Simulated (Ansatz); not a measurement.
Molecule: CH3S, charge 0, multiplicity 2. It need not be the lowest isomer of its formula. 
Geometry from a B3LYP-D3(BJ)/def2-TZVP (Ansatz, a quantum-chemistry and plane-wave program) optimisation:
```
C
H 1 1.0766
H 1 1.0777 2 121.19
S 1 1.7159 2 121.95 3 -180.00
H 4 1.3430 1 98.20 2 0.00
```
Charge 0, spin multiplicity 2.

Basis-set convergence of Hartree-Fock and CCSD(T) correlation energies (hartree) with Ansatz. Correlated levels leave the core frozen unless marked. UHF or UKS for open shells. No spin-orbit coupling. No relativistic terms.

```csv
basis,functions,E(HF),"E(corr, CCSD(T))"
aug-cc-pV(D+d)Z,82,-437.10865,-0.31915
aug-cc-pV(T+d)Z,170,___,___
```

Q: What belongs in the gaps?

A: 
- aug-cc-pV(T+d)Z, E(HF): -437.13277
- aug-cc-pV(T+d)Z, E(corr, CCSD(T)): -0.38511
